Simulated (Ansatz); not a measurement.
A calculation with Ansatz (development build ahead of 0.2.0).

```yaml
crystal:
  periodic: [false, false, false]
  atoms:
    - { symbol: O, position_ang: [0.0, 0.0, 0.0] }
    - { symbol: Al, position_ang: [0.0, 0.0, 4.536] }
basis:
  gaussian: { orbitals: pcseg-2 }
magnetization:
  initial_magnetization: 3
hamiltonian:
  xc: hf
```

The input is written out in the form of the current development build from the run's settings.

Results

- Converged: yes
- Total energy: -316.67239 hartree
- Spin squared of the determinant: 3.750
- Stability test: minimum among restricted orbitals

Caution: stretched shape with no unrestricted run beside it, a lower state can exist.
